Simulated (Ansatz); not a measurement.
**Molecular dynamics, step by step**

CH₃BSi, closed shell, HF/def2-SVP (Ansatz 0.2.0). Settings (timestep in fs, temperature in K; T counts 12 degrees of freedom):

```yaml
hamiltonian: {xc: hf}
md: {n_steps: 40, timestep: 0.5, temperature: 300, ensemble: nve, seed: 981, initial_velocities: maxwell_boltzmann}
```

Start:

```xyz
6
angstrom
B -0.5116 -0.1813 -1.1927
C -0.1451 -0.3028 0.2416
Si 0.7226 0.2792 1.5796
H -1.2876 -0.9424 -1.6402
H -0.0560 0.6494 -1.8904
H 1.2777 0.4979 2.9021
```

```
step  time (fs)  potential energy less the start (meV)  kinetic energy (meV)  T (K)
   0       0.00                                    0.0                 155.1    300
   2       1.00                                   22.2                 132.9    257
   4       2.00                                   29.2                 125.9    243
   6       3.00                                   21.4                 133.7    259
   8       4.00                                   -2.0                 157.0    304
  10       5.00                                  -41.1                 196.1    379
  12       6.00                                  -92.7                 247.6    479
  14       7.00                                 -147.3                 302.0    584
  16       8.00                                 -190.9                 345.4    668
  18       9.00                                 -213.0                 367.5    711
  20      10.00                                 -214.8                 369.5    715
  22      11.00                                 -209.4                 364.4    705
  24      12.00                                 -213.5                 368.7    713
  26      13.00                                 -238.8                 394.0    762
  28      14.00                                 -287.9                 443.0    857
  30      15.00                                 -354.4                 509.3    985
  32      16.00                                 -427.8                 582.5   1127
  34      17.00                                 -500.8                 655.5   1268
  36      18.00                                 -570.9                 725.5   1403
  38      19.00                                 -636.0                 790.5   1529
  40      20.00                                 -690.7                 845.1   1634
```

Step 10, positions (Å) and forces (eV/Å):

```
atom       x       y       z      Fx      Fy      Fz
  B1  -0.526  -0.177  -1.195   0.565  -0.372  -0.367
  C2  -0.140  -0.307   0.256   1.304   1.149   2.273
 Si3   0.717   0.285   1.574  -0.393  -0.092  -1.694
  H4  -1.261  -1.024  -1.674   0.121   0.524  -0.028
  H5   0.067   0.681  -1.869  -0.797  -0.576   0.355
  H6   1.372   0.399   2.930  -0.801  -0.633  -0.538
```

Step 14, positions (Å) and forces (eV/Å):

```csv
atom,x,y,z,Fx,Fy,Fz
B1,-0.528,-0.177,-1.199,0.465,-1.037,0.433
C2,-0.129,-0.302,0.278,0.388,0.759,0.517
Si3,0.713,0.287,1.566,0.129,0.142,-0.755
H4,-1.257,-1.042,-1.699,0.334,0.813,0.195
H5,0.074,0.664,-1.841,-0.637,-0.190,0.005
H6,1.361,0.315,2.916,-0.677,-0.487,-0.396
```

Step 16, positions (Å) and forces (eV/Å):

```
atom       x       y       z      Fx      Fy      Fz
  B1  -0.529  -0.178  -1.200   0.410  -1.306   0.977
  C2  -0.123  -0.298   0.289  -0.148   0.490  -0.489
 Si3   0.712   0.288   1.562   0.414   0.322  -0.274
  H4  -1.251  -1.040  -1.710   0.297   0.764   0.226
  H5   0.068   0.651  -1.826  -0.427   0.144  -0.252
  H6   1.346   0.266   2.904  -0.547  -0.413  -0.188
```

Last step (40):

B1  (-0.493, -0.229, -1.125)
C2  (-0.141, -0.283, 0.257)
Si3  (0.728, 0.325, 1.549)
H4  (-1.247, -0.989, -1.738)
H5  (-0.138, 0.711, -1.800)
H6  (0.918, -0.514, 2.839)
(Å)

Hardware: 2 CPU threads of an Intel Xeon Platinum 8259CL, shared host. Wall time about 23 s.
